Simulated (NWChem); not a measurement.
The numbers come from NWChem runs, not from measurements. System: nitrogen trifluoride (F3N), charge 0, spin multiplicity 1, at a geometry optimised with B3LYP/def2-SVP. Level: G0W0@PBE0/def2-SVPD, RI basis def2-svpd-rifit.

NWChem printed:

```
             Northwest Computational Chemistry Package (NWChem) 7.3.0
             --------------------------------------------------------

                                NWChem Input Module
                                -------------------

 Scaling coordinates for geometry "geometry" by  1.889725989
 (inverse scale =  0.529177249)

 Turning off AUTOSYM since
 SYMMETRY directive was detected!

                             Geometry "geometry" -> ""
                             -------------------------

 Output coordinates in angstroms (scale by  1.889725989 to convert to a.u.)

  No.       Tag          Charge          X              Y              Z
 ---- ---------------- ---------- -------------- -------------- --------------
    1 F                    9.0000     0.61615300    -0.11885600     1.06578300
    2 N                    7.0000    -0.00323600     0.47453100     0.00000000
    3 F                    9.0000     0.61615300    -0.11885600    -1.06578300
    4 F                    9.0000    -1.22978900    -0.13136800     0.00000000

 Effective nuclear repulsion energy (a.u.)     133.4330224052

            Nuclear Dipole moment (a.u.)
            ----------------------------
        X                 Y               Z
 ---------------- ---------------- ----------------
     0.0000018897    -0.0000056692     0.0000000000

      Symmetry information
      --------------------

 Group name             Cs
 Group number              2
 Group order               2
 No. of unique centers     3

      Symmetry unique atoms

     1    2    4


 Summary of "ao basis" -> "" (spherical)
 ------------------------------------------------------------------------------
       Tag                 Description            Shells   Functions and Types
 ---------------- ------------------------------  ------  ---------------------
 *                         def2-svpd                  on all atoms

 new library libraries.bse/

 Summary of "ri basis" -> "" (spherical)
 ------------------------------------------------------------------------------
       Tag                 Description            Shells   Functions and Types
 ---------------- ------------------------------  ------  ---------------------
 *                      def2-svpd-rifit               on all atoms

                                 NWChem DFT Module
                                 -----------------

 Summary of "ao basis" -> "ao basis" (spherical)
 ------------------------------------------------------------------------------
       Tag                 Description            Shells   Functions and Types
 ---------------- ------------------------------  ------  ---------------------
 F                         def2-svpd                 9       23   4s3p2d
 N                         def2-svpd                 8       20   4s2p2d

 Summary of "ao basis" -> "ao basis" (spherical)
 ------------------------------------------------------------------------------
       Tag                 Description            Shells   Functions and Types
 ---------------- ------------------------------  ------  ---------------------
 F                         def2-svpd                 9       23   4s3p2d
 N                         def2-svpd                 8       20   4s2p2d

      Symmetry analysis of basis
      --------------------------

        a'         53
        a"         36

            General Information
            -------------------
          SCF calculation type: DFT
          Wavefunction type:  closed shell.
          No. of atoms     :     4
          No. of electrons :    34
           Alpha electrons :    17
            Beta electrons :    17
          Charge           :     0
          Spin multiplicity:     1
          Use of symmetry is: on ; symmetry adaption is: on
          Maximum number of iterations: 100
          This is a Direct SCF calculation.
          AO basis - number of functions:    89
                     number of shells:    35
          Convergence on energy requested:  1.00D-06
          Convergence on density requested:  1.00D-05
          Convergence on gradient requested:  5.00D-04

              XC Information
              --------------
                         PBE0 Method XC Functional
[...]
  ----- ------------  ---------------      ----- ------------  ---------------
     7      0.344282  1 F  pz                50      0.344282  3 F  pz
     6      0.308293  1 F  py                49     -0.308293  3 F  py
    73      0.248970  4 F  pz                10     -0.232219  1 F  pz
    53     -0.232219  3 F  pz                 9     -0.195125  1 F  py
    52      0.195125  3 F  py                76     -0.158253  4 F  pz

 Vector   16  Occ=2.000000D+00  E=-4.686968D-01  Symmetry=a"
              MO Center=  1.5D-03, -1.2D-01, -3.0D-14, r^2= 2.0D+00
   Bfn.  Coefficient  Atom+Function         Bfn.  Coefficient  Atom+Function
  ----- ------------  ---------------      ----- ------------  ---------------
    73      0.414048  4 F  pz                 5      0.358785  1 F  px
    48     -0.358785  3 F  px                76     -0.269276  4 F  pz
     8     -0.233335  1 F  px                51      0.233335  3 F  px
     7     -0.207341  1 F  pz                50     -0.207341  3 F  pz
    10      0.134852  1 F  pz                53      0.134852  3 F  pz

 Vector   17  Occ=2.000000D+00  E=-3.825542D-01  Symmetry=a'
              MO Center= -2.3D-03,  3.5D-01, -6.1D-16, r^2= 1.5D+00
   Bfn.  Coefficient  Atom+Function         Bfn.  Coefficient  Atom+Function
  ----- ------------  ---------------      ----- ------------  ---------------
    29      0.439210  2 N  py                26     -0.327997  2 N  s
    25     -0.304596  2 N  s                  6     -0.298268  1 F  py
    49     -0.298268  3 F  py                72     -0.298757  4 F  py
    27     -0.217707  2 N  s                  9      0.202861  1 F  py
    52      0.202861  3 F  py                75      0.203298  4 F  py

 Vector   18  Occ=0.000000D+00  E= 1.295173D-02  Symmetry=a"
              MO Center=  1.9D-01,  2.8D-01,  5.0D-16, r^2= 2.0D+00
   Bfn.  Coefficient  Atom+Function         Bfn.  Coefficient  Atom+Function
  ----- ------------  ---------------      ----- ------------  ---------------
    30      0.644858  2 N  pz                33     -0.486569  2 N  pz
    13     -0.306979  1 F  pz                56     -0.306979  3 F  pz
     3      0.212043  1 F  s                 46     -0.212043  3 F  s
     6     -0.190199  1 F  py                49      0.190199  3 F  py
     4      0.179810  1 F  s                 47     -0.179810  3 F  s

 Vector   19  Occ=0.000000D+00  E= 1.296522D-02  Symmetry=a'
              MO Center= -1.9D-01,  2.8D-01,  8.4D-15, r^2= 2.0D+00
   Bfn.  Coefficient  Atom+Function         Bfn.  Coefficient  Atom+Function
  ----- ------------  ---------------      ----- ------------  ---------------
    28      0.644842  2 N  px                31     -0.486567  2 N  px
    77     -0.384697  4 F  px                69     -0.244357  4 F  s
    71      0.244248  4 F  px                72      0.222564  4 F  py
    74     -0.209951  4 F  px                70     -0.207470  4 F  s
    75     -0.188583  4 F  py                68     -0.177501  4 F  s

 Vector   20  Occ=0.000000D+00  E= 1.562497D-02  Symmetry=a'
              MO Center= -1.5D-03, -5.7D-02,  2.9D-14, r^2= 2.3D+00
   Bfn.  Coefficient  Atom+Function         Bfn.  Coefficient  Atom+Function
  ----- ------------  ---------------      ----- ------------  ---------------
    26      0.770081  2 N  s                 27      0.679091  2 N  s
    25      0.502108  2 N  s                 29      0.493665  2 N  py
    32     -0.456404  2 N  py                77     -0.301489  4 F  px
    71      0.293737  4 F  px                 3     -0.276534  1 F  s
    46     -0.276534  3 F  s                 69     -0.277230  4 F  s

 center of mass
 --------------
 x =   0.00006668 y =  -0.00976929 z =   0.00000000

 moments of inertia (a.u.)
 ------------------
         168.469461229493          -0.946893313138           0.000000000000
          -0.946893313138         308.249117563761           0.000000000000
           0.000000000000           0.000000000000         168.462061485783

     Multipole analysis of the density
     ---------------------------------

     L   x y z        total         alpha         beta         nuclear
     -   - - -        -----         -----         ----         -------
     0   0 0 0     -0.000000    -17.000000    -17.000000     34.000000

     1   1 0 0     -0.000430     -0.000216     -0.000216      0.000002
     1   0 1 0      0.067383      0.033694      0.033694     -0.000006
     1   0 0 1      0.000000      0.000000      0.000000      0.000000

     2   2 0 0    -15.225073    -44.117926    -44.117926     73.010780
     2   1 1 0     -0.000013     -0.223274     -0.223274      0.446535
     2   1 0 1      0.000000      0.000000      0.000000      0.000000
     2   0 2 0    -15.226538    -11.159081    -11.159081      7.091624
     2   0 1 1     -0.000000     -0.000000     -0.000000      0.000000
     2   0 0 2    -15.225008    -44.119640    -44.119640     73.014271

 Task  times  cpu:        1.8s     wall:        1.8s

                                NWChem Input Module
                                -------------------

                                 NWChem GW Module
                                 ----------------

                             ***********************
                             ***        GW       ***
                             ***********************

 Summary of "ri basis" -> "ri basis" (spherical)
 ------------------------------------------------------------------------------
       Tag                 Description            Shells   Functions and Types
 ---------------- ------------------------------  ------  ---------------------
 F                      def2-svpd-rifit             20       64   7s6p5d2f
 N                      def2-svpd-rifit             20       64   7s6p5d2f

                 Memory Information
                 ------------------
          Available GA per process is          1699.9 MBs
          Available stack per process is        700.0 MBs
          Available heap per process is           0.0 MBs

          Peak memory in Initialization
              Peak GA per process is                  3.8 MBs
              Peak stack per process is               0.1 MBs
              Peak heap per process is                4.0 MBs
              Memory not in MA per process            0.0 MBs

          Peak memory in AFF Calculation
              Peak GA per process is                 17.1 MBs
              Peak stack per process is              11.4 MBs
              Peak heap per process is                0.0 MBs
              Memory not in MA per process           11.4 MBs

          Computing 2-center integrals
          Computing Inverse Cholesky factor
          Computing 3-center integrals
          Computing V_xc ...

          Computing Sigma_x
          Computing RPA polarizability
          Solving quasiparticle equations

                  Alpha Orbitals
          State     Energy (eV)     Error (eV)
          -----------------------------------
@GW        14        -15.567           0.002
@GW        15        -15.567           0.002
@GW        16        -15.134           0.002
@GW        17        -12.878           0.002
@GW        18          3.665           0.002
@GW        19          3.666           0.002

   Applying  -2.4679 eV scissor-shift to rest of particle states

   Applying   3.3128 eV scissor-shift to rest of hole states

     GW Timing Statistics
   ------------------------
   Init.   :          0.0s
     ERIs  :          0.2s
     Distr.:          0.0s
     Vxc   :          0.2s
   Sigma_x :          0.0s
   RPA     :          0.4s
   Wmn     :          0.0s
   Sigma_c :          0.0s
   GW total:          0.9s

 Task  times  cpu:        0.9s     wall:        0.9s

 Total times  cpu:        2.7s     wall:        2.7s
```

Problem. Write an NWChem input that would produce this output.

Solution. This is not unique; one that fits is 
```
start mol
memory heap 200 mb stack 700 mb global 1700 mb
geometry units angstroms nocenter noautoz
  F      0.616153    -0.118856     1.065783
  N     -0.003236     0.474531     0.000000
  F      0.616153    -0.118856    -1.065783
  F     -1.229789    -0.131368     0.000000
  symmetry group Cs
end
basis spherical
  * library def2-svpd
end
basis "ri basis" bse spherical
  * library def2-svpd-rifit
end
dft
  xc pbe0
  iterations 100
  direct
  tolerances tight
end
task dft energy
gw
  states alpha occ 4 vir 2
end
task dft gw
```
